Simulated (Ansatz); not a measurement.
**Stretch profile**

CH₅Si (SMILES [CH2-][SiH3]) (charge -1), closed shell, at its PBE0-D4/def2-TZVPD minimum:

C1  (-0.117, -1.104, 0.365)
Si2  (0.103, 0.598, -0.093)
H3  (-1.137, -1.466, 0.515)
H4  (0.522, -1.850, -0.116)
H5  (-0.273, 1.222, -1.460)
H6  (-0.648, 1.555, 0.812)
H7  (1.550, 1.046, -0.024)
(Å)

The bond length Si2–H6 (1.516 Å at the minimum) is set to the values below, the two halves moving rigidly along the bond. Each method's energies count from its own value at the PBE0-D4 minimum structure. Computed with Ansatz 0.2.0 (basis: def2-TZVPPD); correlated methods freeze the cores. B3LYP uses VWN-RPA correlation.

CCSD(T) energies along the scan:
```tsv
bond length (Å)	CCSD(T) (kJ/mol)
1.304	44.0
1.349	25.0
1.414	8.0
1.490	0.3
1.575	2.7
1.666	14.1
1.763	32.5
1.865	55.7
1.971	81.8
```
They count from the CCSD(T) energy at the PBE0-D4 minimum.

Minimum and curvature along this coordinate at CCSD(T): A fifth-order fit through the nearest points gives 1.511 Å, with a curvature of about 15 eV/Å².

**Question.** Treat the two halves as rigid bodies and work out the harmonic wavenumber of this stretch from that curvature (ν̃ = 521.5 √(k/μ) cm⁻¹ with k in eV/Å² and μ in u).

**Answer.** The halves weigh 44.13 and 1.01 u, so μ = 44.13 × 1.01/45.14 = 0.987 u and ν̃ = 521.5 √(15/0.987) ≈ 2000 cm⁻¹. A true normal mode mixes in other motions, so this is a guide only.

Largest difference from the CCSD(T) curve over the scan: PBE0-D4 5.0; B3LYP-D4 7.8; wB97M-V 1.6; MP2 6.5 kJ/mol. Each curve counts from its own value at the minimum.

No T1 diagnostic of these runs exceeds 0.014.

For scale, one of the runs: CCSD(T)/def2-TZVPPD, 170 basis functions (an equivalent command: `ansatz run in.yaml --threads 2`). The run took 15 s on 2 CPU threads (shared host), with 1.3 GiB of host memory at its peak.
